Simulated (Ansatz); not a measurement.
Density of states of CaFe₂P₂ (I4/mmm, a = 3.787 Å, b = 3.787 Å, c = 9.641 Å, α = 90.00°, β = 90.00°, γ = 90.00°), in states per eV and primitive cell, averaged over bins of 0.3 eV. Computed with DFT PBEsol, scalar-relativistic, plane waves, PAW in Ansatz 0.2.0.

Settings: cutoff 420 eV, Γ-centred mesh 14×14×14 on the computed 5-atom cell, Gaussian smearing of 0.10 eV; no spin polarisation.

The cell is relaxed at this level. The states (both spins) are summed by tetrahedra on a 21×21×21 mesh at the self-consistent density. Energies are bin centres; the table starts no lower than −8 eV and ends at 6 eV, or lower where the solved bands end.

It is a metal at this level.

```tsv
E − E_F (eV)	total	Fe 3d	P 3p	Fe 4s	P 3s	Ca 4s
-6.60	0.15	0.03	0.11	0.01	0.00	0.00
-6.30	3.08	0.48	1.99	0.35	0.07	0.10
-6.00	3.55	0.71	2.19	0.33	0.08	0.15
-5.70	1.89	0.37	1.17	0.20	0.05	0.05
-5.40	1.39	0.31	0.83	0.13	0.05	0.04
-5.10	2.03	0.56	1.19	0.10	0.06	0.07
-4.80	3.13	0.84	2.00	0.10	0.06	0.05
-4.50	3.04	0.92	1.87	0.10	0.04	0.02
-4.20	4.84	1.92	2.68	0.08	0.01	0.03
-3.90	4.70	1.79	2.65	0.06	0.02	0.04
-3.60	4.76	1.77	2.68	0.02	0.08	0.02
-3.30	3.07	1.22	1.57	0.01	0.09	0.02
-3.00	4.39	3.04	0.90	0.01	0.07	0.10
-2.70	2.46	1.99	0.25	0.01	0.01	0.05
-2.40	2.58	2.20	0.12	0.01	0.02	0.06
-2.10	2.96	2.58	0.11	0.01	0.03	0.04
-1.80	3.44	2.98	0.16	0.01	0.02	0.04
-1.50	4.62	3.96	0.17	0.07	0.02	0.03
-1.20	7.65	6.84	0.21	0.05	0.05	0.02
-0.90	6.03	5.17	0.31	0.04	0.09	0.02
-0.60	5.81	5.08	0.23	0.06	0.10	0.03
-0.30	3.41	2.59	0.34	0.05	0.09	0.03
0.00	1.93	1.21	0.33	0.04	0.06	0.04
0.30	1.93	1.03	0.38	0.06	0.04	0.04
0.60	2.46	1.53	0.42	0.04	0.03	0.03
0.90	6.06	4.16	1.16	0.11	0.13	0.02
1.20	3.51	1.88	0.95	0.07	0.12	0.02
1.50	2.51	1.07	0.83	0.05	0.10	0.02
1.80	2.07	0.76	0.76	0.04	0.09	0.01
2.10	1.95	0.64	0.72	0.06	0.08	0.02
2.40	1.67	0.49	0.62	0.06	0.07	0.02
2.70	1.33	0.35	0.50	0.05	0.05	0.02
3.00	1.45	0.33	0.48	0.09	0.05	0.02
3.30	1.40	0.27	0.41	0.08	0.05	0.02
3.60	1.43	0.23	0.34	0.07	0.05	0.02
3.90	2.48	0.28	0.31	0.15	0.10	0.04
4.20	4.39	0.48	0.43	0.35	0.25	0.18
4.50	4.88	0.44	0.44	0.32	0.23	0.21
4.80	4.82	0.36	0.50	0.20	0.17	0.24
5.10	5.72	0.37	0.54	0.16	0.18	0.48
5.40	5.68	0.28	0.42	0.18	0.13	0.45
```

The columns after the total are the main Löwdin projections on the occupied valence shells of the potentials; 3 others are left out. The rest of the total lies in those, in shells that are empty in the free atom, which aren't projected, and between the atoms.

A ferromagnetic start lost its moments in a first run, so spin was left out; other magnetic orders weren't tried.

Cost: 1 run of about 1.9 core-minutes, on Intel Xeon Platinum 8488C (Sapphire Rapids) (shared hosts).